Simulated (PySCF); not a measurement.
Process, species as SMILES: COC + 2 [H][H] (H2) → 2 C (CH4) + O (H2O)
B3LYP-D3(BJ)/def2-TZVP geometries, fixed; electronic energies without zero-point terms.
Largest species:
```xyz
9

C      0.0048     1.1709    -0.2006
O      0.0068     0.0028     0.5882
C     -0.0092    -1.1727    -0.1892
H      0.0177     2.0231     0.4773
H      0.8882     1.2176    -0.8515
H     -0.8928     1.2283    -0.8310
H     -0.0065    -2.0184     0.4970
H     -0.9074    -1.2256    -0.8191
H      0.8735    -1.2363    -0.8396
```
Charge 0, spin multiplicity 1.

Effect of the SCF energy threshold at PBE/def2-SVP with PySCF, against the last row, where the energy of full hydrogenation is -46.56 kcal/mol.

```csv
setting,"SCF cycles, largest species",largest shift of a total energy (mEh),shift of the energy of full hydrogenation (kcal/mol)
conv_tol: 1e-4,6,0.000,0.000
conv_tol: 1e-5,7,0.000,0.000
conv_tol: 1e-6,7,0.000,0.000
conv_tol: 1e-7,8,0.000,0.000
conv_tol: 1e-11,10,0.000,0.000
```

Within 0.02 kcal/mol in the energy of full hydrogenation: conv_tol: 1e-4; conv_tol: 1e-5; conv_tol: 1e-6; conv_tol: 1e-7. The largest shift is 0.000 mEh in a total energy and 0.000 kcal/mol in the difference.
